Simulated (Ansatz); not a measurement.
# CH₅Al (singlet): wave-function methods side by side at a displaced geometry (v2), cc-pVDZ

How much of the correlation energy of CH₅Al (singlet) does each wave-function method recover here?

Program: Ansatz 0.2.0, Gaussian basis. Level of theory: cc-pVDZ, core rule «outside noble gas», up to 6 orbitals frozen. These are calculated values, not measurements.

Plan: UHF; CCSD(T) on RHF; BCCD(T) on RHF; CISD; CCSDT(Q) on RHF; CASSCF and MRCISD+Q, 8 electrons in 8 orbitals; CASSCF and NEVPT2, 8 electrons in 8 orbitals.

18 further runs of the same task are left out: 9 that didn't finish, 9 set aside as unsound or not needed.

## 1. What is computed

The geometry is a PBE0/def2-TZVP stationary point (not a proven minimum) with its atoms shifted at random (size 0.100 Å).

7 atoms, charge 0, spin multiplicity 1.

Atoms are counted from 1 here; the program's logs count them from 0.

Bond lengths: Al1–C2 1.946 Å, Al1–H3 1.574 Å, Al1–H4 1.669 Å, C2–H5 1.229 Å, C2–H6 0.939 Å, C2–H7 1.104 Å. Angles: C2–Al1–H3 119.6°, C2–Al1–H4 120.8°, H3–Al1–H4 118.9°, Al1–C2–H5 114.8°, Al1–C2–H6 123.5°, Al1–C2–H7 108.6°, H5–C2–H6 104.8°, H5–C2–H7 97.8°, H6–C2–H7 103.9°.

## 2. UHF

in.yaml

```yaml
crystal:
  periodic: [false, false, false]
  atoms:
    - {symbol: Al, position_ang: [0.051589, 0.006767, 0.656884]}
    - {symbol: C, position_ang: [-0.113285, 0.008338, -1.282337]}
    - {symbol: H, position_ang: [-0.036664, 1.366615, 1.444638]}
    - {symbol: H, position_ang: [0.046444, -1.425374, 1.514709]}
    - {symbol: H, position_ang: [-0.056615, -1.102396, -1.804788]}
    - {symbol: H, position_ang: [-0.798026, 0.455173, -1.744150]}
    - {symbol: H, position_ang: [0.813781, 0.425482, -1.714090]}
basis:
  gaussian: {orbitals: cc-pVDZ}
magnetization: {spin_polarized: true, initial_magnetization: 0}
hamiltonian: {xc: hf}
output: {orbitals: {seedname: orbitals}}
```

On the command line:

```bash
> ansatz run in.yaml --threads 1 --pin off --events-out ev --progress --plain --max-ram 2393MiB
```

The runs that follow: CCSD(T) on RHF; BCCD(T) on RHF; CISD; CCSDT(Q) on RHF; CASSCF and MRCISD+Q, 8 electrons in 8 orbitals; CASSCF and NEVPT2, 8 electrons in 8 orbitals.

Before running them: what should the planned runs give, taken together? Wanted: RCCSDT(Q) below the RHF energy; RMP2 from RCCSDT(Q); RCCSD from RCCSDT(Q); RCCSD(T) from RCCSDT(Q); NEVPT2 frontier from RCCSDT(Q); MRCISD+Q frontier from RCCSDT(Q); T1 diagnostic.

The runs gave:

| quantity | value |
| --- | --- |
| RCCSDT(Q) below the RHF energy | -7.1844 eV |
| RMP2 from RCCSDT(Q) | +1181.4 meV |
| RCCSD from RCCSDT(Q) | +186.5 meV |
| RCCSD(T) from RCCSDT(Q) | +28.1 meV |
| NEVPT2 frontier from RCCSDT(Q) | +1267.6 meV |
| MRCISD+Q frontier from RCCSDT(Q) | +8.1 meV |
| levels within 1 kcal/mol (43 meV) | RCCSD(T), BCCD(T), RCCSDT, MRCISD+Q frontier |
| T1 diagnostic | 0.009 |

What this shows: RCCSD(T) misses by +28.1 meV, 0.4 % of the correlation energy. Of the multireference levels listed MRCISD+Q frontier comes nearest in total energy (+8.1 meV), which doesn't show that its space is the better one. These misses are within one basis, not against nature.
